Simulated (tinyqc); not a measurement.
RKS/LDA (PW92) in the sto-6g basis, for H2F+, spin multiplicity 1, step by step (part 2 of 2). Computed by tinyqc, a small Python program that keeps every step (integrals from PySCF). Command: `OMP_NUM_THREADS=1 python tinyqc.py 31980 31981 out.jsonl` (the two numbers bound the seeds that draw the settings). One thread of a shared host (Intel(R) Xeon(R) Processor @ 2.60GHz), about 0.7 s of CPU time with the checks.

Geometry (angstrom):
```
atom,x,y,z
F,0.0000,0.0000,0.0000
H,0.0000,0.7990,0.6120
H,0.0000,-0.7990,0.6120
```

## Convergence

Stop when the energy changes by less than 1e-09 hartree and every element of the error matrix X^T (F D S - S D F) X is below 9e-06.

Course of the cycle:
```
iteration,E (hartree),change,largest element of the error matrix
1,-90.138607,-,7.04e+00
2,-98.978197,-8.84e+00,7.57e-01
3,-98.924259,5.39e-02,9.78e-01
4,-99.523932,-6.00e-01,1.56e-02
5,-99.524218,-2.86e-04,1.73e-03
6,-99.524220,-1.43e-06,7.24e-05
7,-99.524220,-1.03e-08,2.89e-05
8,-99.524220,-1.68e-09,1.54e-06
9,-99.524220,-2.44e-12,1.81e-07
```

PySCF RKS in the same basis, fine grid = -99.485940 hartree

Converged in 9 iterations. The coarse grid moves the energy by -3.83e-02 hartree.

## Populations, bond orders and dipole

D after iteration 9:
```
,1F 1s,1F 2s,1F 2px,1F 2py,1F 2pz,2H 1s,3H 1s
1F 1s,2.1099,-0.4732,0.0000,0.0000,0.0643,-0.0115,-0.0115
1F 2s,-0.4732,2.0783,0.0000,0.0000,-0.3945,-0.0301,-0.0301
1F 2px,0.0000,0.0000,2.0000,0.0000,0.0000,0.0000,0.0000
1F 2py,0.0000,0.0000,0.0000,1.1048,0.0000,0.5170,-0.5170
1F 2pz,0.0643,-0.3945,0.0000,0.0000,1.4633,0.4162,0.4162
2H 1s,-0.0115,-0.0301,0.0000,0.5170,0.4162,0.3638,-0.1201
3H 1s,-0.0115,-0.0301,0.0000,-0.5170,0.4162,-0.1201,0.3638
```

overlap S:
```
,1F 1s,1F 2s,1F 2px,1F 2py,1F 2pz,2H 1s,3H 1s
1F 1s,1.0000,0.2325,0.0000,0.0000,0.0000,0.0412,0.0412
1F 2s,0.2325,1.0000,0.0000,0.0000,0.0000,0.3942,0.3942
1F 2px,0.0000,0.0000,1.0000,0.0000,0.0000,0.0000,0.0000
1F 2py,0.0000,0.0000,0.0000,1.0000,0.0000,0.2510,-0.2510
1F 2pz,0.0000,0.0000,0.0000,0.0000,1.0000,0.1923,0.1923
2H 1s,0.0412,0.3942,0.0000,0.2510,0.1923,1.0000,0.2227
3H 1s,0.0412,0.3942,0.0000,-0.2510,0.1923,0.2227,1.0000
```

Mulliken: Z minus the diagonal of D S on the atom; Loewdin: the same with S^(1/2) D S^(1/2); Mayer order: 2 sum_s sum (D(s) S)_ij (D(s) S)_ji over the two atoms.

Charges (e):
```
atom,Mulliken,Loewdin
1F,0.0689,0.2138
2H,0.4656,0.3931
3H,0.4656,0.3931
```

Mayer bond orders:
```
pair,order
2-1,0.7730
3-1,0.7730
3-2,0.0102
```

dipole moment about the origin, x y z (debye): 0.0000  0.0000  3.0941
